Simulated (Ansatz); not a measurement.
# CH₂BS+ (SMILES B1[CH+]S1): one structure at several levels

The atoms stand at a structure displaced at random from a GFN2-xTB minimum. How far do the functionals agree with CCSD(T) there?

Computed with Ansatz 0.2.0, Gaussian basis. Level: single points in def2-TZVPP.

Cores are frozen in the correlated methods.

### 1 Where the work starts

SMILES `B1[CH+]S1`, 5 atoms, charge 1, spin multiplicity 1.

Atoms are counted from 1 here; the program's logs count them from 0.

Bond lengths: B1–C2 1.490 Å, B1–S3 1.810 Å, B1–H4 1.139 Å, C2–S3 1.654 Å, C2–H5 1.065 Å. Angles: C2–B1–S3 59.2°, C2–B1–H4 155.6°, S3–B1–H4 144.8°, B1–C2–S3 70.1°, B1–C2–H5 158.2°, S3–C2–H5 131.0°, B1–S3–C2 50.7°.

As a file:

| atom | x (Å) | y (Å) | z (Å) |
| --- | --- | --- | --- |
| B1 | -0.1591 | -0.7431 | -0.2134 |
| C2 | -0.0473 | 0.7246 | 0.0164 |
| S3 | 1.1533 | -0.0664 | 0.8331 |
| H4 | -0.5703 | -1.6889 | -0.6966 |
| H5 | -0.3349 | 1.7497 | 0.0188 |

### 2 CCSD(T)/def2-TZVPP

run/in.yaml reads:

```yaml
crystal:
  periodic: [false, false, false]
  atoms:
    - {symbol: B, position_ang: [-0.159100, -0.743100, -0.213400]}
    - {symbol: C, position_ang: [-0.047300, 0.724600, 0.016400]}
    - {symbol: S, position_ang: [1.153300, -0.066400, 0.833100]}
    - {symbol: H, position_ang: [-0.570300, -1.688900, -0.696600]}
    - {symbol: H, position_ang: [-0.334900, 1.749700, 0.018800]}
basis:
  gaussian: {orbitals: def2-TZVPP}
total_charge: 1
correlation: {method: ccsd_t}
output: {forces: true}
```

The command line of these runs was not kept.

### 3 PBE0-D4/def2-TZVPP

Edit run/in.yaml of step 2 so:

```diff
@@ -11,3 +11,3 @@
 total_charge: 1
-correlation: {method: ccsd_t}
-output: {forces: true}
+hamiltonian: {xc: pbe0, dispersion: d4}
+output: {forces: true, orbitals: {seedname: orbitals}}
```

### 4 wB97M-V/def2-TZVPP

Edit run/in.yaml of step 3 so:

```diff
@@ -11,3 +11,3 @@
 total_charge: 1
-hamiltonian: {xc: pbe0, dispersion: d4}
-output: {forces: true, orbitals: {seedname: orbitals}}
+hamiltonian: {xc: {name: wB97M-V}}
+output: {forces: true}
```

### 5 r2SCAN-D4/def2-TZVPP

Edit run/in.yaml of step 4 so:

```diff
@@ -11,3 +11,3 @@
 total_charge: 1
-hamiltonian: {xc: {name: wB97M-V}}
+hamiltonian: {xc: r2scan, dispersion: d4}
 output: {forces: true}
```

### 6 PBE-D4/def2-TZVPP

Edit run/in.yaml of step 5 so:

```diff
@@ -11,3 +11,3 @@
 total_charge: 1
-hamiltonian: {xc: r2scan, dispersion: d4}
+hamiltonian: {xc: pbe, dispersion: d4}
 output: {forces: true}
```

### 7 CAM-B3LYP-D4/def2-TZVPP

Edit run/in.yaml of step 6 so:

```diff
@@ -11,3 +11,3 @@
 total_charge: 1
-hamiltonian: {xc: pbe, dispersion: d4}
+hamiltonian: {xc: {name: CAM-B3LYP}, dispersion: d4}
 output: {forces: true}
```

### 8 r2SCAN0-D4/def2-TZVPP

Edit run/in.yaml of step 7 so:

```diff
@@ -11,3 +11,3 @@
 total_charge: 1
-hamiltonian: {xc: {name: CAM-B3LYP}, dispersion: d4}
+hamiltonian: {xc: {name: r2SCAN0}, dispersion: d4}
 output: {forces: true}
```

(Steps that only read results are left out.)

Before running it: what results should come out? Wanted: energy less free atoms, CCSD(T)/def2-TZVPP; RMS force component; RMS force error; HOMO and LUMO, PBE0-D4; T1 diagnostic.

As calculated:

```
                                  quantity                                                                                                   value
energy less free atoms, CCSD(T)/def2-TZVPP                                                                                           -993.3 kJ/mol
                       RMS force component                                                                    0.443 to 0.623 eV/Å over the methods
                           RMS force error  PBE0-D4 0.317, wB97M-V 0.312, r2SCAN-D4 0.198, PBE-D4 0.149, CAM-B3LYP-D4 0.402, r2SCAN0-D4 0.381 eV/Å
                    HOMO and LUMO, PBE0-D4                                                                                    -15.78 and -10.30 eV
                             T1 diagnostic                                                                                                   0.016
```

Against CCSD(T) the functionals' energies less atoms differ by -126.1 to -41.8 kJ/mol, PBE-D4 by -126.1 kJ/mol. A larger basis would deepen the CCSD(T) value, while the functionals are nearly converged already, so the order here is not reliable. On forces the order runs from PBE-D4 to CAM-B3LYP-D4. Frozen-core CCSD(T) forces in triple zeta carry basis errors of their own, and this is one geometry, so small gaps rank nothing.
